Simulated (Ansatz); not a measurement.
Scan of [H···H···OH], doublet

Starting geometry:

```xyz
4

H    -2.0456    0.0498    0.0000
H    -1.3006    0.0498    0.0000
O     0.1834    0.0498    0.0000
H     0.4352   -0.8901    0.0000
```

From there H2 is moved from one fragment to the other while all else, the fragments' distance too, stays fixed, so the hump isn't the reaction's barrier; atoms are numbered as listed. Energies are in kJ/mol, counted from the starting geometry at the same level. Kohn–Sham curves are unrestricted where that lies lower.

Basis 6-31G; Ansatz 0.2.0. Only valence electrons are correlated (noble-gas cores frozen).

Full CI is exact within this basis and frozen core; it isn't the basis-set limit.

```csv
distance H1-H2 (Å),wB97M-V
0.693,6.0
0.745,0.0
0.816,2.7
0.886,9.6
0.957,14.0
1.027,11.8
1.098,3.0
1.168,-7.8
1.239,-13.1
```

Q: Estimate the full CI curve in 6-31G from this one, knowing how wB97M-V errs.

A: The computed full CI values, in kJ/mol from the starting point, and the error of wB97M-V against them:
| distance H1-H2 (Å) | full CI | wB97M-V less full CI |
| --- | --- | --- |
| 0.693 | 3.2 | 2.8 |
| 0.745 | 0.0 | 0.0 |
| 0.816 | 6.6 | -4.0 |
| 0.886 | 16.7 | -7.1 |
| 0.957 | 22.2 | -8.2 |
| 1.027 | 18.3 | -6.4 |
| 1.098 | 5.5 | -2.5 |
| 1.168 | -10.0 | 2.2 |
| 1.239 | -19.7 | 6.6 |

The error spans 14.8 kJ/mol and is largest, -8.2 kJ/mol, at 0.957 Å.

In so small a basis the reference is far from its limit while semilocal and hybrid functionals are nearer theirs, so the functionals' errors here hold much of the reference's basis and frozen-core error, which can add to them or hide them.
